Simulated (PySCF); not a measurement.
What each rung costs, and what it gives

Saddle point of CH$_{6}$AlN, singlet (CH₆AlN ([CH3][AlH][NH2]) → AlNH₂ ([NH][AlH]) + CH₄; bonds formed: C2–H4; bonds broken: Al1–C2, N3–H4), PBE0-D4/def2-TZVP structure:

```csv
atom,x (Å),y (Å),z (Å)
Al1,-0.9558,0.0297,-0.6853
C2,0.4631,0.4280,0.9056
N3,0.1234,-1.0916,-1.3264
H4,0.6303,-0.4155,-0.0641
H5,-2.2407,0.9272,-0.4896
H6,1.4426,0.1471,1.3014
H7,0.5103,1.5056,0.7175
H8,-0.2552,0.2235,1.7068
H9,0.2820,-1.7542,-2.0658
```

Barriers are electronic and count from the start structure reached by relaxing down the imaginary mode.

PySCF 2.14 with density fitting (its default auxiliary sets; JK sets also for MP2 and CCSD(T)); basis: as named in each row; cores frozen in the correlated methods. B3LYP uses VWN-RPA correlation. Extrapolation: Hartree–Fock as exp(−7.88 √X), correlation as X^−2.97.

Times are rough, for one single point on 4 threads of a shared host (Arm Neoverse V1).

The estimate by CCSD(T) at an estimated basis limit (MP2 extrapolated from triple and quadruple zeta, plus CCSD(T) − MP2 in triple zeta) is 3.225 eV.

```
   method       basis  time (s)  barrier (eV)  method less estimate
       HF      STO-3G   under 1         6.591                 3.366
 B3LYP-D4       6-31G         3         3.492                 0.267
  PBE0-D4    def2-SVP         4         3.184                -0.041
   PBE-D4    def2-SVP         4         2.882                -0.342
      MP2  def2-QZVPP         4         3.142                -0.083
  CCSD(T)    def2-SVP         9         3.370                 0.146
    SPW92  def2-TZVPP         9         2.716                -0.508
  PBE0-D4  def2-TZVPP        10         3.156                -0.069
 B3LYP-D4  def2-TZVPP        11         3.208                -0.016
 BHLYP-D4  def2-TZVPP        11         3.515                 0.291
   PBE-D4  def2-TZVPP        12         2.886                -0.339
r2SCAN-D4  def2-TZVPP        29         3.066                -0.158
  wB97M-V  def2-TZVPP       170         3.280                 0.055
  CCSD(T)  def2-TZVPP       280         3.271                 0.046
```

All methods are single points on the PBE0-D4 structures.

The T1 diagnostic stays at or below 0.023.

Labels in which every atom is bracketed show which atoms are joined, not bond orders.
